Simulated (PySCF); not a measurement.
Molecule: `CCCC#N`, C4H7N.

Bonds (- single, = double, # triple, : aromatic): C1-C2 1.519 Å, C2-C3 1.531 Å, C3-C4 1.458 Å, C4#N5 1.157 Å. C1 carries H6, H7, H8; C2 carries H9, H10; C3 carries H11, H12.

Geometry PBE0-D3(BJ)/def2-SVP throughout; GIAO in PySCF 2.14.0 with density-fitted response routines, gas phase, one conformer, non-relativistic; equivalent atoms averaged; basis pcSseg-2.

(1) How do the absolute shieldings σ depend on the functional? (ppm; last column core-seconds on shared hosts with different chips, so compare them loosely; the GGAs took longer than the global hybrids here, which isn't the general rule, and the cause wasn't traced)

(2) Which nucleus moves most, in ppm?

Results:

(1) 
```
functional                    kind    C4     C2     C3     C1     N5  H11/H12  H9/H10  H6/H7/H8  core-s
        HF            Hartree–Fock  60.2  168.5  173.4  175.3  -40.5    29.80   30.11     30.69      23
       LDA                     LDA  51.6  155.1  158.4  164.9  -41.1    28.69   29.03     29.85      44
       PBE                     GGA  55.6  152.7  157.0  162.6  -32.9    29.12   29.46     30.23      63
      BLYP                     GGA  52.6  146.7  152.1  157.5  -34.8    29.31   29.64     30.38      52
      BP86                     GGA  56.1  152.7  156.8  162.3  -32.2    29.17   29.52     30.29      59
      OPBE                     GGA  63.3  158.7  162.3  167.6  -21.2    29.14   29.49     30.29      43
       KT2                     GGA  67.1  155.6  160.1  165.8  -15.8    29.07   29.44     30.22      46
       KT3                     GGA  66.8  153.9  158.9  164.1  -13.6    29.26   29.62     30.39      42
     B97-D                     GGA  59.0  151.7  156.6  161.6  -23.4    29.32   29.67     30.41      42
     B3LYP           global hybrid  53.5  152.5  157.4  162.2  -37.9    29.37   29.70     30.41      40
      PBE0           global hybrid  56.7  159.2  162.9  167.8  -36.1    29.25   29.58     30.31      31
  mPW1PW91           global hybrid  56.2  158.5  162.2  167.1  -37.2    29.29   29.63     30.36      31
      WP04           global hybrid  49.5  144.9  149.1  154.5  -41.3    29.59   29.95     30.67      21
     B97-2           global hybrid  58.9  158.0  162.0  166.7  -29.7    29.34   29.69     30.41      21
 BHandHLYP           global hybrid  55.3  159.3  163.8  167.8  -40.4    29.48   29.80     30.47      21
 CAM-B3LYP  range-separated hybrid  53.5  157.3  161.5  166.3  -37.5    29.36   29.66     30.35      28
   wB97X-D  range-separated hybrid  55.8  159.7  163.2  168.2  -36.8    29.40   29.71     30.42      36
   LC-wPBE  range-separated hybrid  54.9  165.7  168.1  172.9  -34.8    29.42   29.71     30.40      37
```

(2) N5 (nitrile nitrogen): from -41.3 ppm with WP04 to -13.6 ppm with KT3. The smallest spread is 0.84 ppm, at H6/H7/H8. Proton shifts span only some 12 ppm, so a few tenths of a ppm matter as much there as several ppm in carbon.
